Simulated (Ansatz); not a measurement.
Start from `C=C(O)SC` and change one atom or group to get `C=CSC`.

Ansatz, PBE0-D4/def2-TZVP geometries, multiplicity 1. Each molecule was computed in one conformer, which needn't be the lowest.

| property | `C=C(O)SC` |
| --- | --- |
| LUMO energy (B3LYP/def2-TZVPP) / eV | -0.22 |
| HOMO–LUMO gap (PBE0/def2-TZVPP) / eV | 6.65 |
| HOMO energy (B3LYP/def2-TZVPP) / eV | -6.41 |
| HOMO energy (PBE/def2-TZVPP) / eV | -5.46 |
| LUMO energy (PBE0/def2-TZVPP) / eV | 0.02 |
| size of the dipole moment (ωB97M-V/def2-TZVPP) / D | 1.62 |

Problem. What does the change do to each property? (Estimate.)

Solution. Computed: 
| property | `C=CSC` | shift |
| --- | --- | --- |
| LUMO energy (B3LYP/def2-TZVPP) / eV | -0.24 | -0.02 |
| HOMO–LUMO gap (PBE0/def2-TZVPP) / eV | 6.14 | -0.51 |
| HOMO energy (B3LYP/def2-TZVPP) / eV | -5.94 | 0.47 |
| HOMO energy (PBE/def2-TZVPP) / eV | -5.07 | 0.39 |
| LUMO energy (PBE0/def2-TZVPP) / eV | -0.01 | -0.03 |
| size of the dipole moment (ωB97M-V/def2-TZVPP) / D | 1.50 | -0.12 |

Dipoles are sizes alone; their direction can turn.

B3LYP here is the variant with VWN-RPA as its local correlation; programs differ in this.
